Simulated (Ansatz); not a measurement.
# C3H4, SMILES C=C=C: an active-space calculation

With Ansatz 0.2.0 through its Python package.

At the Python prompt:
```pycon
>>> from dataclasses import dataclass
>>> import ansatz as az
>>> from ase import Atoms
>>> @dataclass
... class Options:
...     basis: str = "def2-SVP"
...
>>> cfg = Options()
>>> atoms = Atoms(["C", "C", "C", "H", "H", "H", "H"], positions=[
...     [-1.0018, 0.2845, -0.6866],
...     [-0.0114, -0.0091, -0.0043],
...     [1.0022, -0.3403, 0.6776],
...     [-1.8747, -0.2656, -0.6786],
...     [-1.0386, 1.2142, -1.3318],
...     [1.7976, -0.9694, 0.267],
...     [1.1879, 0.0177, 1.7109],
... ])
>>> system = az.Crystal.molecule_from_ase(atoms)
>>> calc = (
...     system.calculation()
...     .basis(gaussian=cfg.basis)
...     .correlation(active_electrons=4, active_orbitals=5)
... )
>>> for method in ["sc_nevpt2"]:
...     rep = (calc if method is None else calc.correlation(method)).run(threads=1, pin="off").report
...     space = rep["configurations"]
...     state = space["states"][0]
...     print(method or "casscf", f"total {rep['free_energy_ev'] / 27.211386246:.6f} Ha, active-space state {state['energy']['hartree']:.6f} Ha, mean field {rep['reference_energy_ev'] / 27.211386246:.6f} Ha")
...     print("  determinants", state["n_determinants"], " natural occupations", [round(n, 3) for n in space["natural_occupations"]])
...
sc_nevpt2 total -116.158431 Ha, active-space state -115.819402 Ha, mean field -115.766225 Ha
  determinants 100  natural occupations [1.937, 1.937, 0.063, 0.059, 0.005]
```

What to keep in mind:
- Total energies depend on the basis set; only differences at equal settings carry meaning.
- The geometry is a force-field or estimated start, not a minimum of this method, and the basis set is short of its limit. The active space starts as a window about the frontier orbitals and is then optimised, not chosen by chemistry.
- Finished in 3.8 s on 1 thread of Arm Neoverse V1, with other jobs on the host, peak memory 0.17 GiB.

(Lines on the test bed's own set-up are left out of the output.)
